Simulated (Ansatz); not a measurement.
**Scan of the Si2–H6 bond length**

Si2H6 (SMILES [SiH3][SiH3]), closed shell, at its PBE0-D4/def2-TZVP minimum:

```
8
angstrom
Si -0.3405 0.4902 -1.0049
Si 0.3635 -0.5044 0.9910
H 0.8339 0.9482 -1.7949
H -1.1129 -0.4839 -1.8219
H -1.2080 1.6641 -0.7179
H 1.1390 0.4686 1.8063
H 1.2281 -1.6805 0.7040
H -0.8110 -0.9592 1.7826
```

The bond length Si2–H6 (1.488 Å at the minimum) is set to the values below, the two halves moving rigidly along the bond. Each method's energies count from its own value at the PBE0-D4 minimum structure. Program: Ansatz 0.2.0. Basis: def2-TZVPP. Cores are frozen in the correlated methods. B3LYP uses VWN-RPA correlation.

| bond length (Å) | CCSD(T) (eV) | HF (eV) | B3LYP-D4 (eV) | r2SCAN-D4 (eV) | PBE0-D4 (eV) |
| --- | --- | --- | --- | --- | --- |
| 1.220 | ? | 0.941 | 0.923 | 0.948 | 0.959 |
| 1.283 | 0.489 | 0.485 | 0.480 | 0.497 | 0.505 |
| 1.374 | ? | 0.119 | 0.123 | 0.131 | 0.134 |
| 1.482 | 0.000 | -0.001 | 0.000 | 0.000 | 0.000 |
| 1.600 | 0.104 | 0.119 | 0.102 | 0.097 | 0.096 |
| 1.729 | 0.387 | 0.427 | 0.375 | 0.370 | 0.368 |
| 1.865 | ? | 0.862 | 0.737 | 0.754 | 0.747 |
| 2.008 | 1.236 | 1.375 | 1.183 | 1.206 | 1.205 |
| 2.157 | 1.708 | 1.924 | 1.663 | 1.687 | 1.698 |

Task: Fill in the withheld CCSD(T) values. (To be estimated.)

Result: The calculation gives: 0.940 eV at 1.220 Å; 0.125 eV at 1.374 Å; 0.781 eV at 1.865 Å. These count from the CCSD(T) energy at the PBE0-D4 minimum.

Minimum and curvature along this coordinate at CCSD(T): A fifth-order fit through the nearest points gives 1.483 Å, with a curvature of about 18 eV/Å².

Task: Treat the two halves as rigid bodies and work out the harmonic wavenumber of this stretch from that curvature (ν̃ = 521.5 √(k/μ) cm⁻¹ with k in eV/Å² and μ in u).

Result: The halves weigh 61.21 and 1.01 u, so μ = 61.21 × 1.01/62.22 = 0.994 u and ν̃ = 521.5 √(18/0.994) ≈ 2200 cm⁻¹. A true normal mode mixes in other motions, so this is a guide only.

Largest difference from the CCSD(T) curve over the scan: PBE-D4 0.162; wB97M-V 0.087; MP2 0.151 eV. Each curve counts from its own value at the minimum.

T1 diagnostic: at most 0.017. The restricted Hartree–Fock reference is unstable towards an unrestricted one here.

For scale, one of the runs: CCSD(T)/def2-TZVPP, 168 basis functions (an equivalent command: `ansatz run in.yaml --threads 2`). Hardware: 2 CPU threads, shared host. Wall time 7 s; peak host memory 1.4 GiB.
